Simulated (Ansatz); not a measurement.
```yaml
crystal:
  periodic: [false, false, false]
  atoms:
    - {symbol: Al, position_ang: [-0.709924, 0.956635, -0.838367]}
    - {symbol: H, position_ang: [-1.402208, 1.978756, -1.782218]}
    - {symbol: H, position_ang: [-0.897850, 1.227247, 0.895144]}
    - {symbol: H, position_ang: [0.987976, 1.426620, -0.406273]}
    - {symbol: Al, position_ang: [0.758304, 0.420164, 1.163990]}
    - {symbol: H, position_ang: [1.518140, -0.775423, 0.224808]}
    - {symbol: H, position_ang: [1.538849, 1.012187, 2.450627]}
    - {symbol: H, position_ang: [-0.278221, -0.919799, 1.371926]}
    - {symbol: Al, position_ang: [-0.061787, -1.411636, -0.319531]}
    - {symbol: H, position_ang: [-0.093017, -2.958068, -0.633055]}
    - {symbol: H, position_ang: [-1.560457, -0.543027, -0.459063]}
    - {symbol: H, position_ang: [0.172643, -0.356748, -1.700677]}
basis:
  gaussian: {orbitals: def2-SVPD}
hamiltonian: {xc: {name: PBE0}, dispersion: d4}
scf: {lower_state_search: off}
```

```sh
$ ansatz run in.yaml --threads 4 --pin off --events-out ev --progress --plain --max-ram 3916MiB
```

It prints (some lines left out):

```
Functional definition: PBE0
1311 factors; their error is unknown
mean field evaluation 1: about -19918.9443 eV, gradient 1.3e1 eV
mean field evaluation 2: about -19919.4930 eV, gradient 4.5e0 eV
mean field evaluation 4: about -19919.5733 eV, gradient 1.5e-1 eV
mean field evaluation 8: about -19919.7309 eV, gradient 1.6e-1 eV
mean field evaluation 16: about -19919.7309 eV, gradient 6.1e-6 eV
mean field -19919.73090619 eV, -732.0366087241 hartree, gradient 6.1e-6 eV, S^2 0.000000; 0 other end points of the search recorded, 0 dependent functions left out
reference -19919.73095558 eV, -732.0366105389 hartree; 24, 24 occupied and 120, 120 virtual orbitals, 1311 factors
Total energy: -19919.96346700 eV, -732.0451551761 hartree
Checks for a lower state left out: stability, starts, cluster_reference, orbital_swaps, neighbouring_geometries, increment
```

It took 0.9 s on 4 threads of Arm Neoverse V2 on a shared host.
